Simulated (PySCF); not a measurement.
ethylamine cation (C₂H₇N), SMILES CCN (connectivity only; charge and spin as stated), charge +1, multiplicity 2.

Geometry: B3LYP-D3(BJ)/def2-TZVP. The spin state was assumed, not searched. The values are those of a single conformer.

Two levels are set side by side: PBE/def2-TZVPD (PySCF) and r2SCAN/def2-TZVPD (PySCF). Same geometry, gas phase. Differences are taken from unrounded values.

```
quantity                     r2SCAN   PBE  PBE minus r2SCAN
---------------------------  ------  ----  ----------------
α-spin orbital gap (eV)        9.07  7.91             -1.16
β-spin orbital gap (eV)        3.23  2.49             -0.74
mean polarisability (bohr³)    32.9  34.3               1.3
```

Rough cost on one machine, each run with all the roots and properties that it gave: r2SCAN against PBE about 2 times.
